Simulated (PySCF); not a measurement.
An element was calculated at PBE (PySCF 2.14, spin-free X2C, a triple-zeta basis, no spin-orbit coupling), in the ground configurations that NIST lists.

```
first ionisation energy  : 8.667 eV
second ionisation energy : 24.606 eV
third ionisation energy  : 38.278 eV
```

Which element is it?

Boron (B, Z = 5), in x2c-TZVPPall. NIST lists 8.298, 25.155, 37.931 eV for these ionisation energies.
